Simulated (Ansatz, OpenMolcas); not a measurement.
Errors in the dipole moment

6 molecules with oxygen; the dipole moment in D, computed less measured. Shapes, held fixed at every level: PBE0-D4/def2-TZVP. No vibrational averaging. Dipoles are compared by magnitude; molecules under 1 D, whose direction can flip, are left out. Programs: Ansatz 0.2.0, OpenMolcas 26.06. Measured values: NIST CCCBDB.

Levels: A = B3LYP/6-31G* (spherical functions); B = PBE0/def2-SVP; C = B3LYP-D4/def2-TZVPP; D = wB97M-V/def2-TZVPP.

| molecule | measured | A | B | C | D |
| --- | --- | --- | --- | --- | --- |
| H2CO (formaldehyde) | 2.33 | -0.19 | -0.14 | -0.02 | 0.00 |
| SCl2O2 (sulfuryl chloride) | 1.81 | -0.33 | -0.18 | +0.05 | +0.14 |
| SO2F2 (sulfuryl fluoride) | 1.12 | +0.06 | -0.08 | +0.01 | +0.04 |
| CH4O (methanol) | 1.70 | -0.04 | -0.03 | -0.06 | -0.06 |
| C3H3NO (oxazole) | 1.50 | +0.05 | +0.05 | +0.06 | +0.07 |
| C3H6O (SMILES CC1CO1) | 2.01 | -0.08 | -0.04 | -0.09 | -0.08 |

Task: Sum up the errors.

Result: 
```csv
level,kind,mean error,mean absolute error,worst case
B3LYP/6-31G* (spherical functions),global hybrid,-0.088,0.125,SCl2O2
PBE0/def2-SVP,global hybrid,-0.070,0.087,SCl2O2
B3LYP-D4/def2-TZVPP,global hybrid,-0.008,0.048,C3H6O
wB97M-V/def2-TZVPP,range-separated hybrid,+0.018,0.065,SCl2O2
```

On this set B3LYP-D4/def2-TZVPP has the smallest mean absolute error and B3LYP/6-31G* (spherical functions) the largest. B3LYP/6-31G* (spherical functions) is too low in 4 of 6; PBE0/def2-SVP is too low in 5 of 6. The smallest two are near a tie. The largest two are near a tie. The set is small.
